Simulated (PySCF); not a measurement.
# Fractional electron number in N (nitrogen, neutral)

The 2p alpha orbital of [He] 2s2 2p3 is emptied in steps (occupation f), with all orbitals relaxed, ending at [He] 2s2 2p2. Calculation: PySCF 2.14, in aug-cc-pVDZ; no relativity, point nucleus. The exact energy is a straight line in f; departures are measured from the line between the end points of the same method.

```csv
f,UHF (eV),LDA (eV),PBE (eV),PBE0 (eV),r2SCAN (eV),LC-wPBE (eV),BHandHLYP (eV),wB97X (eV),HSE06 (eV),B3LYP (eV)
1,0.000,0.000,0.000,0.000,0.000,0.000,0.000,0.000,0.000,0.000
0.8,0.245,-1.076,-1.045,-0.728,-0.952,-0.270,-0.412,-0.307,-0.794,-0.794
0.6,0.354,-1.632,-1.581,-1.098,-1.424,-0.409,-0.622,-0.461,-1.196,-1.198
0.4,0.342,-1.648,-1.590,-1.102,-1.415,-0.410,-0.625,-0.458,-1.198,-1.203
0.2,0.221,-1.107,-1.063,-0.735,-0.939,-0.272,-0.418,-0.298,-0.798,-0.804
0,0.000,0.000,0.000,0.000,0.000,0.000,0.000,0.000,0.000,0.000
```

**Question.** For PBE, how does the orbital energy at f = 1 compare with the removal energy?

**Answer.** −ε = 8.295 eV against a total-energy difference of 14.757 eV. By Janak's theorem ε = ∂E/∂f, so the gap between them reflects the curvature. Along the path −ε is 10.788 (f = 0.8), 13.383 (f = 0.6), 16.047 (f = 0.4), 18.738 (f = 0.2) eV.

```tsv
method	E(f=0) − E(f=1) (eV)	−ε at f=1 (eV)	−ε at f=0.4 (eV)
UHF	13.930	15.525	13.586
LDA	15.019	8.381	16.320
PBE	14.757	8.295	16.047
PBE0	14.733	10.214	15.642
r2SCAN	14.850	8.903	16.072
LC-wPBE	14.902	13.241	15.246
BHandHLYP	14.476	11.928	14.985
wB97X	14.609	12.712	15.025
HSE06	14.725	9.796	15.719
B3LYP	14.691	9.769	15.676
```

Reference removal energy between the ground levels: 14.534 eV (measured; NIST Atomic Spectra Database, ionization energies). The calculation has no spin-orbit coupling. UHF lacks correlation.
